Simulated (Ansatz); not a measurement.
Relaxation of AlH$_{3}$O (5 atoms, charge 0, multiplicity 1), to a largest force component of 0.03 eV/Å in at most 50 steps.

Method: Ansatz, RKS BLYP/def2-SVP.

```xyz
5
Properties=species:S:1:pos:R:3
Al -0.946 -0.206 0.367
H 1.634 -0.055 1.347
O 2.012 0.034 0.432
H 2.349 -0.870 0.259
H -1.134 0.145 -1.257
```

**Question.** Where does it end, and by what steps?

**Answer.** It converged. After 9 steps the energy has fallen by 0.331 eV; O3 moved furthest, 0.75 Å. Joined: Al1–O3 (2.97 → 2.14 Å).

```json
{"step": "0", "energy less start (eV)": "0.0000", "largest force component (eV/Å)": "0.521", "accepted": "yes"}
{"step": "1", "energy less start (eV)": "-0.0407", "largest force component (eV/Å)": "1.752", "accepted": "yes"}
{"step": "2", "energy less start (eV)": "-0.1368", "largest force component (eV/Å)": "1.670", "accepted": "yes"}
{"step": "3", "energy less start (eV)": "-0.2149", "largest force component (eV/Å)": "0.518", "accepted": "yes"}
{"step": "4", "energy less start (eV)": "-0.2423", "largest force component (eV/Å)": "0.581", "accepted": "yes"}
{"step": "5", "energy less start (eV)": "-0.2635", "largest force component (eV/Å)": "1.280", "accepted": "yes"}
{"step": "6", "energy less start (eV)": "-0.3196", "largest force component (eV/Å)": "0.398", "accepted": "yes"}
{"step": "7", "energy less start (eV)": "-0.3259", "largest force component (eV/Å)": "0.159", "accepted": "yes"}
{"step": "8", "energy less start (eV)": "-0.3278", "largest force component (eV/Å)": "0.045", "accepted": "yes"}
{"step": "9", "energy less start (eV)": "-0.3308", "largest force component (eV/Å)": "0.013", "accepted": "yes"}
```

```xyz
5
Properties=species:S:1:pos:R:3
Al -0.764 0.100 0.475
H 1.900 -0.132 1.394
O 1.343 -0.270 0.602
H 1.933 -0.418 -0.165
H -0.497 -0.231 -1.159
```

The run took 8.2 s on 1 thread of Arm Neoverse V2 (shared host), peak memory 0.097 GiB.
